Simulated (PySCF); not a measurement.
Molecule: `O=C(F)C1CC1`, C$_{4}$H$_{5}$FO.

Geometry:
```json
{"atom": "O1", "x (Å)": "1.830", "y (Å)": "0.079", "z (Å)": "-1.185"}
{"atom": "C2", "x (Å)": "1.331", "y (Å)": "0.706", "z (Å)": "-0.310"}
{"atom": "F3", "x (Å)": "1.949", "y (Å)": "1.780", "z (Å)": "0.200"}
{"atom": "C4", "x (Å)": "0.037", "y (Å)": "0.460", "z (Å)": "0.351"}
{"atom": "C5", "x (Å)": "-0.375", "y (Å)": "-0.986", "z (Å)": "0.521"}
{"atom": "C6", "x (Å)": "-1.055", "y (Å)": "-0.154", "z (Å)": "-0.497"}
{"atom": "H7", "x (Å)": "-0.238", "y (Å)": "1.176", "z (Å)": "1.128"}
{"atom": "H8", "x (Å)": "-0.904", "y (Å)": "-1.236", "z (Å)": "1.444"}
{"atom": "H9", "x (Å)": "0.341", "y (Å)": "-1.735", "z (Å)": "0.173"}
{"atom": "H10", "x (Å)": "-2.074", "y (Å)": "0.193", "z (Å)": "-0.309"}
{"atom": "H11", "x (Å)": "-0.803", "y (Å)": "-0.327", "z (Å)": "-1.546"}
```

Geometry PBE0-D3(BJ)/def2-SVP throughout; GIAO in PySCF 2.14, gas phase, one conformer, non-relativistic; equivalent atoms averaged; functional PBE0.

For orientation, 6-31G* gives these absolute shieldings σ: O1 -26.6, C2 35.8, C5/C6 181.2, C4 182.0, F3 146.5, H7 30.72, H9/H11 30.76, H8/H10 30.90 ppm.

A run gave: O1 -48.5, C2 119.7, C5/C6 215.7, C4 217.4, F3 198.8, H7 31.14, H9/H11 31.43, H8/H10 31.47 ppm (absolute shieldings σ).

Which basis set was used in that run?
A. def2-TZVP
B. STO-3G
C. def2-SVP
D. 6-31G

## Answers

B. C2 tells them apart best: STO-3G gives 119.7, def2-SVP gives 29.8, def2-TZVP gives 12.7, 6-31G gives 33.8 ppm.
